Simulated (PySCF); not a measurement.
# H2O (water) at QCISD(T)/6-31G

What is the energy change on altering one bond length of H2O (water) at QCISD(T)/6-31G? Input form: a Python script.

The calculation is run with PySCF 2.14.0.

8 further runs of the same task are left out: 8 set aside as unsound or not needed.

### Step 1. The system as given

H2O: 3 atoms, total charge 0, spin state singlet. As SMILES, `O`. The shape is that of a PBE0-D4/def2-TZVP optimisation.

Bond lengths: O1–H2 0.960 Å, O1–H3 0.960 Å. Angles: H2–O1–H3 105.1°.

### Step 2. A single-point energy at QCISD(T)/6-31G

job.py reads:

```python
from pyscf import gto, scf, cc

system = gto.Mole()
system.atom = [
    ('O', (-0.302700, 0.200200, -0.140600)),
    ('H', (0.466500, 0.548400, 0.315300)),
    ('H', (-0.163800, -0.748600, -0.174700)),
]
system.charge = 0
system.basis = '6-31g'
system.verbose = 3
system.max_memory = 1860
system.spin = 0
system.build()

mf = scf.RHF(system)
mf.conv_tol = 1e-10
mf.kernel()
if not mf.converged:
    mf = mf.newton().run(mf.mo_coeff, mf.mo_occ)

mycc = cc.QCISD(mf, frozen=1)
mycc.kernel()
e_t = mycc.qcisd_t()
e_tot = mycc.e_tot + e_t
print(f'total energy: {e_tot:.8f} hartree')
```

Command:

```bash
$ OMP_NUM_THREADS=1 python job.py
```

What it wrote:

```text
converged SCF energy = -75.9841486357841
E(QCISD) = -76.11888876940274  E_corr = -0.1347401336186437
QCISD(T) correction = -0.000893876995561216
total energy: -76.11978265 hartree
```

Run time: 0.58 s. Hardware: 1 thread of Intel Xeon Platinum 8375C at 2.90GHz (Ice Lake), shared host; peak memory 0.1 GiB.

### Step 3. The distorted shape at the same level

run.py reads:

```python
from pyscf import gto, cc

system = gto.Mole()
system.atom = '''
O       -0.469374       1.338718      -0.099682
H        0.299826       1.686918       0.356218
H       -0.163800      -0.748600      -0.174700
'''
system.basis = '6-31g'
system.verbose = 4
system.max_memory = 1860
system.build()

myscf = system.RHF()
myscf.conv_tol = 1e-10
myscf.kernel()
if not myscf.converged:
    myscf = myscf.newton().run(myscf.mo_coeff, myscf.mo_occ)

mycc = cc.QCISD(myscf, frozen=1)
mycc.kernel()
e_t = mycc.qcisd_t()
e_final = mycc.e_tot + e_t
print('Final energy', e_final)
```

Command:

```bash
$ OMP_NUM_THREADS=1 python run.py
```

What it wrote:

```text
PySCF version 2.14.0

[INPUT] num. atoms = 3
[INPUT] num. electrons = 10
[INPUT] charge = 0
[INPUT] spin (= nelec alpha-beta = 2S) = 0
[INPUT] symmetry False subgroup None
[INPUT] Mole.unit = angstrom
[INPUT] Symbol           X                Y                Z      unit          X                Y                Z       unit  Magmom
[INPUT]  1 O     -0.469374000000   1.338718000000  -0.099682000000 AA   -0.886988309992   2.529810378025  -0.188371679549 Bohr   0.0
[INPUT]  2 H      0.299826000000   1.686918000000   0.356218000000 AA    0.566589025024   3.187813014599   0.673154460640 Bohr   0.0
[INPUT]  3 H     -0.163800000000  -0.748600000000  -0.174700000000 AA   -0.309537139204  -1.414648976849  -0.330135153962 Bohr   0.0

nuclear repulsion = 6.62604287675883
number of shells = 9
number of NR pGTOs = 30
number of NR cGTOs = 13
basis = 6-31g
ecp = {}

******** <class 'pyscf.scf.hf.RHF'> ********
method = RHF
initial guess = minao
damping factor = 0
level_shift factor = 0
DIIS = <class 'pyscf.scf.diis.CDIIS'>
diis_start_cycle = 1
diis_space = 8
diis_damp = 0
SCF conv_tol = 1e-10
SCF conv_tol_grad = None
SCF max_cycles = 50
direct_scf = True
direct_scf_tol = 1e-13
Set gradient conv threshold to 1e-05
Initial guess from minao.
init E= -75.3653431432443
  HOMO = -0.432128594592755  LUMO = -0.14991350516873  gap/eV = 7.67946
cycle= 1 E= -75.5587171686425  delta_E= -0.193  |g|= 0.706  |ddm|= 1.16
  HOMO = -0.160584234326965  LUMO = -0.050026895347012  gap/eV = 3.00842
cycle= 2 E= -75.4950279629069  delta_E= 0.0637  |g|= 1.05  |ddm|= 1.39
  HOMO = -0.374891000994155  LUMO = -0.0895295585857216  gap/eV = 7.76508
cycle= 3 E= -75.7420435280292  delta_E= -0.247  |g|= 0.114  |ddm|= 0.698
  HOMO = -0.410592371295122  LUMO = -0.0466756562579966  gap/eV = 9.90268
cycle= 4 E= -75.7455764594055  delta_E= -0.00353  |g|= 0.0652  |ddm|= 0.102
  HOMO = -0.405089404202913  LUMO = -0.039180191776051  gap/eV = 9.95690
cycle= 5 E= -75.7466447845889  delta_E= -0.00107  |g|= 0.00639  |ddm|= 0.062
  HOMO = -0.404106977228321  LUMO = -0.0390557878810842  gap/eV = 9.93355
cycle= 6 E= -75.7466584439947  delta_E= -1.37e-05  |g|= 0.000947  |ddm|= 0.00888
  HOMO = -0.404040180154495  LUMO = -0.0389692824220946  gap/eV = 9.93409
cycle= 7 E= -75.7466586840532  delta_E= -2.4e-07  |g|= 0.000144  |ddm|= 0.0009
  HOMO = -0.404029868124536  LUMO = -0.0389504865527721  gap/eV = 9.93432
cycle= 8 E= -75.7466586938792  delta_E= -9.83e-09  |g|= 2.54e-05  |ddm|= 0.000261
  HOMO = -0.404032456412442  LUMO = -0.0389506438104918  gap/eV = 9.93438
cycle= 9 E= -75.7466586943015  delta_E= -4.22e-10  |g|= 7.79e-06  |ddm|= 4.25e-05
  HOMO = -0.404032742986795  LUMO = -0.0389522308660541  gap/eV = 9.93435
cycle= 10 E= -75.7466586944172  delta_E= -1.16e-10  |g|= 1.71e-06  |ddm|= 2.97e-05
  HOMO = -0.404033482811953  LUMO = -0.0389517298370734  gap/eV = 9.93438
cycle= 11 E= -75.7466586944224  delta_E= -5.17e-12  |g|= 2.52e-07  |ddm|= 6.74e-06
  HOMO = -0.404033462960081  LUMO = -0.0389517716255559  gap/eV = 9.93438
Extra cycle  E= -75.7466586944224  delta_E= -4.26e-14  |g|= 1.62e-07  |ddm|= 3.88e-07
converged SCF energy = -75.7466586944224

******** <class 'pyscf.cc.qcisd.QCISD'> ********
QCISD nocc = 4, nmo = 12
frozen orbitals 1
max_cycle = 50
direct = 0
conv_tol = 1e-07
conv_tol_normt = 1e-05
diis_space = 6
diis_start_cycle = 0
diis_start_energy_diff = 1e+09
Init t2, MP2 energy = -75.9350621682957  E_corr(MP2) -0.188403473873333
Init E_corr(QCISD) = -0.188403473873348
cycle = 1  E_corr(QCISD) = -0.189843842382708  dE = -0.00144036851  norm(t1,t2) = 0.103318
cycle = 2  E_corr(QCISD) = -0.208122752874065  dE = -0.0182789105  norm(t1,t2) = 0.0772523
cycle = 3  E_corr(QCISD) = -0.217193766707156  dE = -0.00907101383  norm(t1,t2) = 0.0389052
cycle = 4  E_corr(QCISD) = -0.221585528777734  dE = -0.00439176207  norm(t1,t2) = 0.0145469
cycle = 5  E_corr(QCISD) = -0.222008866599961  dE = -0.000423337822  norm(t1,t2) = 0.00389086
cycle = 6  E_corr(QCISD) = -0.221534742424592  dE = 0.000474124175  norm(t1,t2) = 0.00236532
cycle = 7  E_corr(QCISD) = -0.221901530868012  dE = -0.000366788443  norm(t1,t2) = 0.000905499
cycle = 8  E_corr(QCISD) = -0.221751239036954  dE = 0.000150291831  norm(t1,t2) = 0.000466511
cycle = 9  E_corr(QCISD) = -0.221745229705911  dE = 6.00933104e-06  norm(t1,t2) = 6.9592e-05
cycle = 10  E_corr(QCISD) = -0.221752693931157  dE = -7.46422525e-06  norm(t1,t2) = 3.16867e-05
cycle = 11  E_corr(QCISD) = -0.221752005535037  dE = 6.8839612e-07  norm(t1,t2) = 9.42132e-06
cycle = 12  E_corr(QCISD) = -0.221750905952843  dE = 1.09958219e-06  norm(t1,t2) = 2.8114e-06
cycle = 13  E_corr(QCISD) = -0.221751081675978  dE = -1.75723135e-07  norm(t1,t2) = 1.10173e-06
cycle = 14  E_corr(QCISD) = -0.221751014647267  dE = 6.70287111e-08  norm(t1,t2) = 5.01338e-07
QCISD converged
E(QCISD) = -75.96840970906966  E_corr = -0.2217510146472671
QCISD(T) correction = -0.00794898116891838
Final energy -75.97635869023858
```

Run time: 0.79 s. Hardware: 1 thread of Intel Xeon Platinum 8375C at 2.90GHz (Ice Lake), shared host; peak memory 0.12 GiB.

### Step 4. Outcome

Level: QCISD(T)/6-31G, 1 core orbital frozen.

```
                                                         quantity         value
                                        first shape: total energy  -76.11978 Eh
                first shape: dipole moment (Hartree–Fock density)        2.62 D
                 first shape: HOMO energy (Hartree–Fock orbitals)     -13.63 eV
                 first shape: LUMO energy (Hartree–Fock orbitals)       5.53 eV
               first shape: HOMO–LUMO gap (Hartree–Fock orbitals)      19.17 eV
          first shape: correlation energy (1 core orbital frozen)    -135.6 mEh
                                      first shape: (T) correction     -0.89 mEh
                                       first shape: T1 diagnostic         0.007
                                    distorted shape: total energy  -75.97636 Eh
            distorted shape: dipole moment (Hartree–Fock density)        2.44 D
             distorted shape: HOMO energy (Hartree–Fock orbitals)     -10.99 eV
             distorted shape: LUMO energy (Hartree–Fock orbitals)      -1.06 eV
           distorted shape: HOMO–LUMO gap (Hartree–Fock orbitals)       9.93 eV
      distorted shape: correlation energy (1 core orbital frozen)    -229.7 mEh
                                  distorted shape: (T) correction     -7.95 mEh
                                   distorted shape: T1 diagnostic         0.034
energy change with the O1–H3 bond stretched from 0.960 to 2.111 Å      3.903 eV
```

What this shows: One bond (distorted shape) is far stretched, which a spin-restricted single reference describes badly; perturbation theory on it can break down and give far too much correlation. With the O1–H3 bond stretched from 0.960 to 2.111 Å the energy rises by 3.90 eV (377 kJ/mol). The first shape isn't relaxed at this level, so the change isn't measured from a minimum. A restricted reference can't describe the breaking bond well at this length. The triples (first shape) make up 0.7 % of the correlation energy. The T1 diagnostic (distorted shape) of 0.034 is above the customary mark for such species, so a single reference may not serve. The triples (distorted shape) make up 3.5 % of the correlation energy.
